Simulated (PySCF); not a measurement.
# Cl2 (Cl2): the cost of one run

Computed with PySCF 2.14.0 and routines of our own; the level stands in each step. Atoms count from 0.

### 1 The system as given

2 atoms, charge 0, multiplicity 1; geometry from: GFN2-xTB.

### 2 Vibronic structure: TDDFT BHandHLYP/6-31G*

Job settings and geometry (Å):

```
{"job": {"kind": "vib", "xc": "BHandHLYP", "basis": "6-31G*", "tda": false}, "charge": 0, "multiplicity": 1}
Cl     1.009659    -0.003028    -0.002678
Cl    -1.006902     0.004296    -0.011471
```

Method: TDDFT BHandHLYP/6-31G* vertical-gradient vibronic structure (displaced harmonic oscillators, Condon), gas phase.

The run is started by

```bash
OMP_NUM_THREADS=1 python excited_run.py task.json out
```

One launch serves the whole session: the jobs run in the order shown.

Q: Estimate the wall time and peak memory of this first job on 1 thread of AMD EPYC, shared host.

About 3.7 s, with a peak of 0.26 GiB.
